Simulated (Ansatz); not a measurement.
A calculation with Ansatz (development build ahead of 0.2.0).

```yaml
crystal:
  periodic: [false, false, false]
  atoms:
    - { symbol: Cl, position_ang: [0.0, 0.0, 0.0] }
    - { symbol: H, position_ang: [2.27413, 0.0, 1.31297] }
    - { symbol: H, position_ang: [-2.14764, 0.0, 1.23994] }
basis:
  gaussian: { orbitals: "6-31G" }
magnetization:
  initial_magnetization: 3
hamiltonian:
  xc: hf
correlation:
  method: fci
  frozen_orbitals: { Cl: 5, H: 0 }
```

The input is written out in the form of the current development build from the run's settings.

The run gave:

```
Converged    : yes
Total energy : -460.46055 hartree
State        : lowest quartet root, of any spatial symmetry
```
